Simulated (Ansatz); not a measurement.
# HB–CH2, triplet in cc-pVDZ: errors against RCCSDT(Q)

Geometry: a point of a stretch scan, not a stationary point.

```yaml
atoms:
  - { symbol: B, position_ang: [0.0000, -0.2423, 1.3005] }
  - { symbol: C, position_ang: [0.0000, 0.1327, -1.0740] }
  - { symbol: H, position_ang: [0.0000, 0.5682, 2.1768] }
  - { symbol: H, position_ang: [0.0000, 1.1260, -1.5267] }
  - { symbol: H, position_ang: [0.0000, -0.6763, -1.8008] }
```

Basis cc-pVDZ; Ansatz 0.2.0. Correlated methods freeze the noble-gas cores, which leaves 10 electrons in 41 orbitals. R marks a restricted (for open shells ROHF) determinant, U an unrestricted one. Active spaces: pair = (4e, 4o) about the gap.

Full CI isn't at hand for all of this; RCCSDT(Q) serves as the reference, and is uncertain by about the last step of the cluster series. The frozen core follows each run's orbitals, which can shift R against U totals by a few meV.

Unrestricted rows (U) aren't spin-pure: their determinants' ⟨S²⟩ exceeds S(S+1) by up to 0.28, so they mix in states of higher spin. For open shells CISD is restricted-active-space CI with the open shells as a complete middle space.

The UHF ⟨S²⟩ is 2.282 and the T1 diagnostic (RCCSD) is 0.0378. The largest doubles amplitude (RCCSD) is 0.095. The T1 diagnostic (UCCSD) is 0.0522.

| level | E − E(RCCSDT(Q)) (kcal/mol) | share of correlation (%) | wall time |
| --- | --- | --- | --- |
| RHF | 149.12 | 0.00 | – |
| UHF | 135.56 | 9.09 | – |
| RMP2 | 31.71 | 78.74 | – |
| UMP2 | 36.05 | 75.82 | – |
| CISD | 17.50 | 88.27 | 2.1 s |
| RCCSD | 6.43 | 95.69 | – |
| UCCSD | 5.67 | 96.20 | – |
| RCCSD(T) | 1.57 | 98.95 | 4.9 s |
| UCCSD(T) | 1.74 | 98.83 | 5 s |
| BCCD(T) | 1.66 | 98.89 | 3.2 s |
| RCCSDT | 0.37 | 99.75 | – |
| UCCSDT | 0.28 | 99.81 | – |
| UCCSDT(Q) | -0.06 | 100.04 | 30 s |
| CASSCF (pair space) | 124.08 | 16.79 | – |
| NEVPT2 (pair space) | 27.51 | 81.55 | 0.84 s |
| MRCISD (pair space) | 11.86 | 92.05 | – |
| MRCISD+Q (pair space) | 1.74 | 98.84 | 1.2 s |

The correlation energy at RCCSDT(Q), counted from RHF, is -6.467 eV. That run took 30 s on 1 thread of Arm Neoverse V2, shared host.

Times hold each run's SCF and search for its determinant on a shared host, so for small cases they say little of a method's own cost; they ran on 1 thread of Arm Neoverse V2.
